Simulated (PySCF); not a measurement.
C2H3, charge +1, multiplicity 1. Atoms are numbered in the order given.

```xyz
5

C      0.0000     0.0000     0.6721
C      0.0000     0.0000    -0.5796
H      0.0000     0.0000     1.7533
H      0.0000    -0.9393    -1.1541
H      0.0000     0.9393    -1.1541
```
Charge +1, spin multiplicity 1.

The structure is a stationary point at B3LYP-D3(BJ)/def2-TZVP. The spin state was assumed, not searched. The isomer is the one that the SMILES or the coordinates give; other isomers of the formula were not compared.

All values below come from PBE0/pcSseg-2 run with PySCF.

GIAO shieldings, no solvent; atoms alike by connectivity are averaged. δ = σ(ref) − σ: ¹³C against TMS (σ = 186.1 ppm); ¹H against TMS (σ = 31.54 ppm), references at their B3LYP-D3(BJ)/def2-TZVP geometries, non-relativistic.

| nucleus | atoms | count | δ (ppm) |
|---|---|---|---|
| ¹³C | C1 | 1 | 363.3 |
| ¹³C | C2 | 1 | 73.3 |
| ¹H | H3 | 1 | 14.46 |
| ¹H | H4, H5 | 2 | 9.16 |
